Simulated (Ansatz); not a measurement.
How methods differ on CF2 (SMILES F[C]F)

CF2: 3 atoms, total charge 0, spin state singlet. As SMILES, `F[C]F`. The shape was relaxed beforehand at PBE0/def2-SVP.

```xyz
3

F     0.3157    0.9686    0.2810
C     0.3808   -0.3173    0.1745
F    -0.6965   -0.6514   -0.4554
```

Quantity: the adiabatic ionisation energy (to the doublet cation, shapes relaxed at PBE0/def2-SVP, no zero-point term), in eV. The values are calculated.

| level | kind | program | value (eV) | less CCSD(T)/def2-TZVPP | CPU time (all runs) |
| --- | --- | --- | --- | --- | --- |
| HF/def2-TZVPP | Hartree–Fock | Ansatz | 10.19 | -1.05 | 1.1 s |
| SVWN5/def2-TZVPP | LDA | Ansatz | 11.16 | -0.08 | 1.6 s |
| PBE/def2-TZVPP | GGA | Ansatz | 11.02 | -0.22 | 3.8 s |
| r2SCAN/def2-TZVPP | meta-GGA | Ansatz | 10.95 | -0.29 | 4.5 s |
| PBE0-D4/def2-TZVPP | global hybrid | Ansatz | 11.06 | -0.18 | 2.6 s |
| wB97M-V/def2-TZVPP | range-separated hybrid | Ansatz | 11.32 | +0.08 | 7.5 s |
| B2PLYP/def2-TZVPP | double hybrid | Ansatz | 11.16 | -0.08 | 4.6 s |
| RPA@PBE/def2-TZVPP | RPA | Ansatz | 11.51 | +0.27 | 4.3 s |
| CCSD(T)/def2-TZVPP | coupled cluster or CI | Ansatz | 11.24 | 0.00 | 11 s |

Differences are taken from CCSD(T)/def2-TZVPP for orientation; it has basis-set and higher-order errors of its own. The values span 10.19 to 11.51 eV. Times are those of the runs behind each value, whatever else they computed, on shared processors of several kinds: orders of magnitude only.
